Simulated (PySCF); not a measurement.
Species: C4H5FO.
Cartesian coordinates in Å at the PBE0-D3(BJ)/def2-SVP level; atoms count from 1:
```xyz
11
C4H5FO angstrom
O      1.8305    0.0788   -1.1849
C      1.3314    0.7065   -0.3102
F      1.9494    1.7804    0.2001
C      0.0371    0.4601    0.3513
C     -0.3749   -0.9863    0.5214
C     -1.0552   -0.1537   -0.4966
H     -0.2376    1.1761    1.1275
H     -0.9040   -1.2355    1.4440
H      0.3406   -1.7351    0.1731
H     -2.0738    0.1932   -0.3088
H     -0.8028   -0.3274   -1.5456
```

Level of theory: PBE0-D3(BJ)/def2-SVP geometry optimisation, gas phase in PySCF 2.14.0.

Masses are those of the commonest isotopes; rigid-rotor values at the optimised geometry. The values belong to one conformer with, in the numbering `[O:1]=[C:2]([F:3])[CH:4]1[CH2:5][CH2:6]1`, O1–C2–C4–C5 34°.

Problem. Give the principal moments of inertia and the rotational constants in cm⁻¹.

Solution. Ia = 66.49, Ib = 187.83, Ic = 215.20 u·Å²; 505379 MHz·u·Å²/I gives 7600, 2691 and 2348 MHz, that is A = 0.25352, B = 0.08975, C = 0.07834 cm⁻¹.

Problem. Classify the top.

Solution. An asymmetric top. Ray's parameter κ = (2B − A − C)/(A − C) = -0.870; −1 is the prolate and +1 the oblate limit.

Problem. Is it planar, by Δ = Ic − Ia − Ib?

Solution. Not planar: Δ = Ic − Ia − Ib = -39.12 u·Å². For a rigid frame Δ = −2 Σ m c², so Σ m c² = 19.56 u·Å² lies off the ab plane: 6.41 from hydrogen and 13.15 from heavier atoms. The atom farthest from that plane is 1.28 Å away.

Problem. Give the other two planar moments, Paa and Pbb, and the rms extents of the mass along the axes.

Solution. Paa = Σ m a² = (Ib + Ic − Ia)/2 = 168.27 and Pbb = Σ m b² = (Ia + Ic − Ib)/2 = 46.93 u·Å². With the mass M = 88.03 u, the rms extents √(P/M) along a, b and c are 1.38, 0.73, 0.47 Å.

Problem. List the rotational levels J(Ka,Kc) to J = 4 (cm⁻¹).

Solution. Above 0(0,0):
J = 1: 1(0,1) 0.1681, 1(1,1) 0.3319, 1(1,0) 0.3433
J = 2: 2(0,2) 0.5037, 2(1,2) 0.6566, 2(1,1) 0.6909, 2(2,1) 1.1822, 2(2,0) 1.1827
J = 3: 3(0,3) 1.0056, 3(1,3) 1.1434, 3(1,2) 1.2119, 3(2,2) 1.6864, 3(2,1) 1.6893, 3(3,1) 2.5342, 3(3,0) 2.5342
J = 4: 4(0,4) 1.6723, 4(1,4) 1.7918, 4(1,3) 1.9058, 4(2,3) 2.3583, 4(2,2) 2.3669, 4(3,2) 3.2076, 4(3,1) 3.2077, 4(4,1) 4.3929, 4(4,0) 4.3929

Problem. Which lines would a microwave search look for?

Solution. The dipole components are |μa| = 2.62 D, |μb| = 1.72 D, |μc| = 0.00 D; the mirror of this Cs structure is the ab plane, so μc vanishes by symmetry (the 0.02 D computed is a residue) and there are no c-type lines. The squared components, which scale the intensities, stand as 1.00 : 0.43 (a : b). Some lines, for components of 0.1 D or more:

```json
{"type": "a", "branch": "Q", "J(Ka,Kc)": "1(1,0) ← 1(1,1)", "MHz": "342", "lower level (cm⁻¹)": "0.332"}
{"type": "a", "branch": "Q", "J(Ka,Kc)": "2(1,1) ← 2(1,2)", "MHz": "1027", "lower level (cm⁻¹)": "0.657"}
{"type": "a", "branch": "R", "J(Ka,Kc)": "1(0,1) ← 0(0,0)", "MHz": "5039", "lower level (cm⁻¹)": "0.000"}
{"type": "b", "branch": "R", "J(Ka,Kc)": "2(0,2) ← 1(1,1)", "MHz": "5151", "lower level (cm⁻¹)": "0.332"}
{"type": "b", "branch": "Q", "J(Ka,Kc)": "1(1,0) ← 1(0,1)", "MHz": "5252", "lower level (cm⁻¹)": "0.168"}
{"type": "b", "branch": "Q", "J(Ka,Kc)": "2(1,1) ← 2(0,2)", "MHz": "5611", "lower level (cm⁻¹)": "0.504"}
{"type": "a", "branch": "R", "J(Ka,Kc)": "2(1,2) ← 1(1,1)", "MHz": "9736", "lower level (cm⁻¹)": "0.332"}
{"type": "b", "branch": "R", "J(Ka,Kc)": "1(1,1) ← 0(0,0)", "MHz": "9949", "lower level (cm⁻¹)": "0.000"}
{"type": "a", "branch": "R", "J(Ka,Kc)": "2(0,2) ← 1(0,1)", "MHz": "10061", "lower level (cm⁻¹)": "0.168"}
{"type": "a", "branch": "R", "J(Ka,Kc)": "2(1,1) ← 1(1,0)", "MHz": "10420", "lower level (cm⁻¹)": "0.343"}
{"type": "b", "branch": "R", "J(Ka,Kc)": "2(1,2) ← 1(0,1)", "MHz": "14646", "lower level (cm⁻¹)": "0.168"}
{"type": "b", "branch": "Q", "J(Ka,Kc)": "2(2,0) ← 2(1,1)", "MHz": "14746", "lower level (cm⁻¹)": "0.691"}
{"type": "b", "branch": "Q", "J(Ka,Kc)": "2(2,1) ← 2(1,2)", "MHz": "15756", "lower level (cm⁻¹)": "0.657"}
{"type": "b", "branch": "R", "J(Ka,Kc)": "2(2,1) ← 1(1,0)", "MHz": "25149", "lower level (cm⁻¹)": "0.343"}
{"type": "b", "branch": "R", "J(Ka,Kc)": "2(2,0) ← 1(1,1)", "MHz": "25509", "lower level (cm⁻¹)": "0.332"}
```

Stationary, but not proved a minimum. These are rigid-rotor constants of the computed structure; measured ground-state constants (B0) also hold zero-point vibration.

Hardware: an Arm Neoverse V2 with one thread, no GPU (shared host). Cost: 35 s of wall time, 0.46 GiB resident at most. This is the geometry optimisation.
